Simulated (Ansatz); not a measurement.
**C2H2ClF (1-chloro-2-fluoroethylene): HF/6-311+G(d,p)**

What is the vertical electron affinity of C2H2ClF (1-chloro-2-fluoroethylene) at HF/6-311+G**? 

The results are computed with Ansatz 0.2.0.

47 further runs of the same task are left out: 47 set aside as unsound or not needed. Runs told in other sessions of the task aren't counted.

## 1. Starting point

C2H2ClF: 6 atoms, total charge 0, spin state singlet. SMILES: `F/C=C/Cl`. The shape is that of a PBE0-D4/def2-TZVP optimisation.

Bond lengths: F1–C2 1.333 Å, C2–C3 1.320 Å, C3–Cl4 1.713 Å, C2–H5 1.083 Å, C3–H6 1.081 Å. Angles: F1–C2–C3 120.7°, C2–C3–Cl4 121.4°, F1–C2–H5 113.8°, C3–C2–H5 125.5°, C2–C3–H6 122.6°, Cl4–C3–H6 116.0°.

## 2. The energy at HF/6-311+G(d,p)

File molecule.yaml:

```yaml
crystal:
  periodic: [false, false, false]
  atoms:
    - {symbol: F, position_ang: [-0.308300, 1.774900, 0.089700]}
    - {symbol: C, position_ang: [-0.015000, 0.565100, -0.386500]}
    - {symbol: C, position_ang: [0.005100, -0.486500, 0.411700]}
    - {symbol: Cl, position_ang: [0.378700, -2.049200, -0.181100]}
    - {symbol: H, position_ang: [0.191800, 0.551900, -1.449500]}
    - {symbol: H, position_ang: [-0.210300, -0.420200, 1.469400]}
basis:
  gaussian:
    orbitals: 6-311+G_st__st_-spherical.json
hamiltonian:
  xc: hf
accuracy: high
output:
  orbitals: {seedname: orbitals}
```

The basis set 6-311+G** is read from a file made from the Basis Set Exchange's data (not shown).

The run is started by

```console
$ ansatz run molecule.yaml --threads 1 --pin off --max-ram 2610MiB --events-out events.jsonl --progress --plain --runs-dir runs
```

What it wrote:

```text
Warning: RAYON_NUM_THREADS=1 ignored (pool sized by the plan → 1); use --threads N
Functional definition: HF
  name "HF"
  exchange = exact_x
  correlation = 0
1949 factors; integrals over basis functions are off by at most 4.4e-9 eV
mean field evaluation 1: about -17301.0022 eV, gradient 2.3e1 eV
mean field evaluation 2: about -17301.1066 eV, gradient 2.3e1 eV
mean field evaluation 4: about -17302.4626 eV, gradient 3.4e0 eV
mean field evaluation 8: about -17302.4898 eV, gradient 1.8e-1 eV
mean field evaluation 16: about -17302.4899 eV, gradient 2.6e-8 eV
mean field -17302.48992439 eV, -635.8547766725 hartree, gradient 2.6e-8 eV, S^2 0.000000; 0 other end points of the search recorded, 0 dependent functions left out
reference -17302.48992439 eV, -635.8547766725 hartree; 20, 20 occupied and 88, 88 virtual orbitals, 1949 factors
Total energy: -17302.48992439 eV, -635.8547766725 hartree
```

Run time: 2.6 s. Hardware: 1 thread of Arm Neoverse V2, shared host; peak memory 0.28 GiB.

## 3. The doublet anion at the same level

File job.yaml:

```yaml
crystal:
  periodic: [false, false, false]
  atoms:
    - {symbol: F, position_ang: [-0.308300, 1.774900, 0.089700]}
    - {symbol: C, position_ang: [-0.015000, 0.565100, -0.386500]}
    - {symbol: C, position_ang: [0.005100, -0.486500, 0.411700]}
    - {symbol: Cl, position_ang: [0.378700, -2.049200, -0.181100]}
    - {symbol: H, position_ang: [0.191800, 0.551900, -1.449500]}
    - {symbol: H, position_ang: [-0.210300, -0.420200, 1.469400]}
basis:
  gaussian: {orbitals: 6-311+G_st__st_-spherical.json}
total_charge: -1
magnetization: {spin_polarized: true, initial_magnetization: 1}
hamiltonian: {xc: hf}
accuracy: high
output: {orbitals: {seedname: orbitals}}
```

The basis set 6-311+G** is read from a file made from the Basis Set Exchange's data (not shown).

The run is started by

```console
$ ansatz run job.yaml --threads 1 --pin off --max-ram 2610MiB --events-out events.jsonl --progress --plain --runs-dir runs
```

What it wrote, cut to the lines that bear on the results:

```text
Warning: RAYON_NUM_THREADS=1 ignored (pool sized by the plan → 1); use --threads N
[... 2 set-up lines as earlier in the session ...]
[...]
1949 factors; integrals over basis functions are off by at most 4.4e-9 eV
[...]
mean field -17300.58055702 eV, -635.7846087157 hartree, gradient 2.0e-8 eV, S^2 0.760193; 5 other end points of the search recorded, 0 dependent functions left out
reference -17300.58055702 eV, -635.7846087157 hartree; 21, 20 occupied and 87, 88 virtual orbitals, 1949 factors
Total energy: -17300.58055702 eV, -635.7846087157 hartree
```

Run time: 29 s. Hardware: 1 thread of Arm Neoverse V2, shared host; peak memory 0.35 GiB.

## 4. Results

Level: HF/6-311+G**.

| quantity | value |
| --- | --- |
| singlet C2H2ClF: total energy | -635.85478 Eh |
| singlet C2H2ClF: HOMO energy | -10.29 eV |
| singlet C2H2ClF: LUMO energy | 1.98 eV |
| singlet C2H2ClF: HOMO–LUMO gap | 12.26 eV |
| doublet anion: total energy | -635.78461 Eh |
| doublet anion: HOMO energy (highest over α and β) | 1.78 eV |
| doublet anion: LUMO energy (lowest over α and β) | 4.76 eV |
| doublet anion: ⟨S²⟩ | 0.760 |
| vertical electron affinity (to the doublet anion) | -1.909 eV |

The anion lies 1.91 eV (44 kcal/mol) above the neutral: the electron isn't bound at this level, and such a value depends on the basis. Hartree–Fock misses the correlation that binds many anions. The HOMO (doublet anion) lies at positive energy, 1.78 eV: the electron is unbound at this level or held by a compact basis; values depend on the basis.
